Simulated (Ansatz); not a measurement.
Density of states of BaMg$_{2}$Sb$_{2}$ (P-3m1, a = 4.791 Å, b = 4.791 Å, c = 8.191 Å, α = 90.00°, β = 90.00°, γ = 120.00°), in states per eV and primitive cell, averaged over bins of 0.4 eV. Level of theory: DFT r2SCAN, scalar-relativistic, plane waves, PAW in Ansatz.

Plane waves to 500 eV, a k mesh through Γ of 6×6×4 on the computed 5-atom cell and Gaussian smearing (0.02 eV); no spin polarisation.

The cell is relaxed at this level. The states (both spins) are summed by tetrahedra on a 9×9×6 mesh at the self-consistent density. Energies are bin centres; the table starts no lower than −8 eV and ends at 6 eV, or lower where the solved bands end.

The gap is 1.20 eV at this level, with the zero inside it.

```csv
E − E_F (eV),total,Sb 5p,Mg 3s,Ba 6s,Sb 5s
-4.05,2.06,1.34,0.52,0.10,0.05
-3.65,5.76,3.76,1.35,0.16,0.32
-3.25,1.05,0.73,0.20,0.04,0.04
-2.85,1.37,1.09,0.12,0.06,0.02
-2.45,3.30,2.79,0.10,0.15,0.04
-2.05,5.82,5.17,0.07,0.10,0.04
-1.65,5.69,5.14,0.04,0.06,0.02
-1.25,4.07,3.75,0.01,0.02,0.01
-0.85,0.89,0.83,0.00,0.00,0.00
-0.45,0.00,0.00,0.00,0.00,0.00
-0.05,0.00,0.00,0.00,0.00,0.00
0.35,0.00,0.00,0.00,0.00,0.00
0.75,0.51,0.03,0.04,0.01,0.00
1.15,1.51,0.09,0.09,0.02,0.01
1.55,2.54,0.13,0.26,0.07,0.06
1.95,3.25,0.18,0.36,0.15,0.08
2.35,3.02,0.21,0.57,0.17,0.10
2.75,5.18,0.41,1.08,0.26,0.18
3.15,5.74,0.38,0.77,0.27,0.15
3.55,4.78,0.30,0.45,0.21,0.07
3.95,3.95,0.27,0.35,0.14,0.05
4.35,4.71,0.25,0.31,0.12,0.05
4.75,4.22,0.19,0.21,0.15,0.03
```

The columns after the total are the main Löwdin projections on the occupied valence shells of the potentials; 1 other is left out. The rest of the total lies in those, in shells that are empty in the free atom, which aren't projected, and between the atoms.

Spin-orbit coupling is left out, which matters for the bands of heavy elements.